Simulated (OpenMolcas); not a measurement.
**ROCCSD/cc-pVDZ run of C2H6B (SMILES B[CH]C)**

What is the energy difference between two shapes of C2H6B at ROCCSD/cc-pVDZ? 

The results are computed with OpenMolcas 26.06.

1 further run of the same task is left out (set aside as unsound or not needed).

### Step 1. The structure to begin with

C2H6B has 9 atoms, charge 0, and is taken as a doublet. As SMILES, `B[CH]C`. Geometry: relaxed at GFN2-xTB.

Bond lengths: B1–C2 1.509 Å, C2–C3 1.478 Å, B1–H4 1.174 Å, B1–H5 1.172 Å, C2–H6 1.086 Å, C3–H7 1.087 Å, C3–H8 1.094 Å, C3–H9 1.094 Å. Some angles: B1–C2–C3 125.6°, B1–C2–H6 121.3°, C3–C2–H6 113.1°, C2–B1–H4 120.0°, C2–B1–H5 120.0°, C2–C3–H7 111.9°, C2–C3–H8 110.3°, C2–C3–H9 110.5°, H4–B1–H5 120.0°, H7–C3–H8 109.2°.

### Step 2. A single-point energy at ROCCSD/cc-pVDZ

mol.inp

```
&GATEWAY
  Coord
  9
  bohr
  B     -1.48557040     1.39378640    -1.97260951
  C      0.40081091     0.93617032     0.11729530
  C      0.87074800    -1.51147854     1.37700563
  H     -2.48327020    -0.32270853    -2.96076620
  H     -1.95418468     3.46231841    -2.61029759
  H      1.57196868     2.45454637     0.84723981
  H     -0.31779524    -3.00402203     0.61729794
  H      2.85541397    -2.05413230     1.17242388
  H      0.54186007    -1.35448010     3.41242964
  Basis=cc-pVDZ
  Group=NoSym

&SEWARD

&SCF
  UHF
  Spin=2
  PrOrbitals=1 2

&RASSCF
  FileOrb=$Project.UnaOrb
  Spin=2
  Nactel=1 0 0
  Inactive=11
  Ras2=1
  OutOrbitals=Canonical
  OrbListing=Few

&MOTRA
  JobIph
  Frozen=3

&CCSDT
  CCSD
  Iterations=50
  Extrapolation=5 4
```

On the command line:

```
$ export MOLCAS_MEM=1860
$ pymolcas mol.inp > mol.log
```

Standard output:

```text
--- Start Module: gateway ---
[...]
--- Stop Module: gateway /rc=_RC_ALL_IS_WELL_ ---
[...]
      Basis functions           72
[...]
       Convergence after  13 Iterations
[...]
::    Total SCF energy                               -103.8693224578
[...]
      Total spin, S                                     0.5039186808
[...]
      Number of active orbitals                  1
[...]
      Spin quantum number                      0.5
[...]
      Active orbitals                            1
[...]
      Number of CSFs                             1
[...]
      Number of root(s) required                 1
[...]
      Convergence after  8 iterations
[...]
      printout of CI-coefficients larger than  0.05 for root  1
      energy=    -103.866143
      conf/sym  1     Coeff  Weight
             1  u   1.00000 1.00000
      Natural orbitals and occupation numbers for root  1
      sym 1:   1.000000
      ************************************************************************************************************************
      *                                                    Final results                                                     *
[...]
::    RASSCF root number  1 Total energy:   -103.86614327
[...]
      Total electronic charge=   23.000000
      Total            charge=   -0.000000
[...]
      Dipole Moment (debye):
      Origin of the operator (angstrom)=   -0.0114    0.0982   -0.0426
                   X=  8.7324E-01               Y= -3.9231E-01               Z=  1.0282E+00           Total=  1.4048E+00
      Quadrupole Moment (debye*angstrom):
[...]
--- Start Module: motra ---
[...]
      *** WARNING: Default frozen orbitals is overwritten by user input.
      *** Default values:   3
[...]
--- Stop Module: motra /rc=_RC_ALL_IS_WELL_ ---
--- Start Module: ccsdt ---
[...]
      Convergence after                    15  Iterations
      Total energy (diff) :    -104.26275633      -0.00000010
[...]
--- Stop Module: ccsdt /rc=_RC_ALL_IS_WELL_ ---
[...]
```

Run time: 11 s. Hardware: 1 thread of Intel Xeon 6975P-C (Granite Rapids), shared host; peak memory 0.42 GiB.

### Step 3. The distorted shape, same level

mol.input

```
* C2H6B CCSD

&GATEWAY
  Coord
  9
  bohr
  B     -1.42334172     1.34813818    -1.92877354
  C      0.35797082     0.94077936     0.14065421
  C      1.01743799    -1.39658886     1.32592445
  H     -2.52951180    -0.31706014    -2.87087760
  H     -1.98226412     3.47517800    -2.50665367
  H      1.73927936     2.47346819     0.84413688
  H     -0.17244129    -3.09521454     0.75018159
  H      2.79717261    -2.08358368     1.25845744
  H      0.28326428    -1.26786828     3.70426572
  Basis
  cc-pVDZ
  Group
  NoSym

&SEWARD

&SCF
  UHF
  Spin
  2
  PrOrbitals
  1 2

&RASSCF
  FileOrb
  $Project.UnaOrb
  Spin
  2
  Nactel
  1 0 0
  Inactive
  11
  Ras2
  1
  OutOrbitals
  Canonical
  OrbListing
  Few

&MOTRA
  JobIph
  Frozen
  3

&CCSDT
  CCSD
  Iterations
  50
  Extrapolation
  5 4
```

On the command line:

```
$ export MOLCAS_MEM=1860
$ pymolcas mol.input > mol.log
```

Standard output:

```text
--- Start Module: gateway ---
[...]
--- Stop Module: gateway /rc=_RC_ALL_IS_WELL_ ---
[...]
      Basis functions           72
[...]
       Convergence after  14 Iterations
[...]
::    Total SCF energy                               -103.8277839304
[...]
      Total spin, S                                     0.5061433953
[...]
      Number of active orbitals                  1
[...]
      Spin quantum number                      0.5
[...]
      Active orbitals                            1
[...]
      Number of CSFs                             1
[...]
      Number of root(s) required                 1
[...]
      Convergence after  9 iterations
[...]
      printout of CI-coefficients larger than  0.05 for root  1
      energy=    -103.824195
      conf/sym  1     Coeff  Weight
             1  u   1.00000 1.00000
      Natural orbitals and occupation numbers for root  1
      sym 1:   1.000000
      ************************************************************************************************************************
      *                                                    Final results                                                     *
[...]
::    RASSCF root number  1 Total energy:   -103.82419518
[...]
      Total electronic charge=   23.000000
      Total            charge=   -0.000000
[...]
      Dipole Moment (debye):
      Origin of the operator (angstrom)=    0.0125    0.1102   -0.0315
                   X=  1.0882E+00               Y= -5.5516E-01               Z=  7.9263E-01           Total=  1.4562E+00
      Quadrupole Moment (debye*angstrom):
[...]
--- Start Module: motra ---
[...]
      *** WARNING: Default frozen orbitals is overwritten by user input.
      *** Default values:   3
[...]
--- Stop Module: motra /rc=_RC_ALL_IS_WELL_ ---
--- Start Module: ccsdt ---
[...]
      Convergence after                    16  Iterations
      Total energy (diff) :    -104.22558245       0.00000005
[...]
--- Stop Module: ccsdt /rc=_RC_ALL_IS_WELL_ ---
[...]
```

It took 11 s on 1 thread of Intel Xeon 6975P-C (Granite Rapids), shared host; peak memory 0.42 GiB.

### Step 4. Outcome

Level: ROCCSD/cc-pVDZ, 3 core orbitals frozen.

| quantity | value |
| --- | --- |
| first shape: total energy | -104.26276 Eh |
| distorted shape: total energy | -104.22558 Eh |
| energy change with the atoms displaced | 1.012 eV |

**Reading.** With the atoms displaced the energy rises by 1.01 eV (98 kJ/mol). The first shape isn't relaxed at this level, so the change isn't measured from a minimum.
